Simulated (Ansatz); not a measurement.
```yaml
crystal:
  periodic: [false, false, false]
  atoms:
    - {symbol: B, position_ang: [-1.925351, -0.055443, -0.001001]}
    - {symbol: Si, position_ang: [-0.137438, 0.128857, 0.001056]}
    - {symbol: Ge, position_ang: [2.062789, -0.073414, -0.000054]}
basis:
  gaussian: {orbitals: def2-TZVP}
magnetization: {spin_polarized: true, initial_magnetization: 1}
hamiltonian: {xc: pbe0}
relax: {f_tol: 0.004, max_steps: 80}
```

```sh
$ ansatz run in.yaml --threads 1 --pin off --events-out ev --progress --plain --max-ram 2176MiB
```

Steps of the relaxation (energy above the last step; positions in Å, forces in eV/Å):

```
3
step 1, 27.2 meV
B    -1.925   -0.055   -0.001   -0.996   -0.100   -0.001
Si   -0.137    0.129    0.001    0.557    0.138    0.001
Ge    2.063   -0.073    0.000    0.440   -0.038    0.000
```

```
3
step 2, 4.7 meV
B    -1.949   -0.055   -0.001   -0.429   -0.041    0.000
Si   -0.138    0.129    0.001    0.371    0.044    0.000
Ge    2.087   -0.074    0.000    0.058   -0.003    0.000
```

```
3
step 3, 0.5 meV
B    -1.963   -0.054   -0.001   -0.025    0.000    0.000
Si   -0.134    0.127    0.001    0.028   -0.002    0.000
Ge    2.096   -0.073    0.000   -0.003    0.002    0.000
```

```
3
step 5, 0.4 meV
B    -1.967   -0.040   -0.001   -0.001    0.002    0.000
Si   -0.133    0.100    0.001    0.001   -0.004    0.000
Ge    2.100   -0.061    0.000    0.000    0.002    0.000
```

```
3
step 9, 0.0 meV
B    -1.973    0.003   -0.001    0.018    0.001    0.000
Si   -0.133    0.022    0.000   -0.010   -0.002    0.000
Ge    2.106   -0.025    0.000   -0.009    0.001    0.000
```

```
3
step 11, 0.0 meV
B    -1.972    0.015    0.000   -0.001    0.000    0.000
Si   -0.133    0.001    0.000    0.002    0.000    0.000
Ge    2.106   -0.016    0.000   -0.001    0.000    0.000
```

Close pairs at the end: B1–Si2 1.839 Å, Si2–Ge3 2.239 Å.

A stationary point of unrestricted PBE0 after 11 steps, with ⟨S²⟩ = 1.662 against 0.75 for a pure state; no frequencies were run, so it isn't proven a minimum. 2.6 min on 1 thread of Intel Xeon Platinum 8375C, shared host.
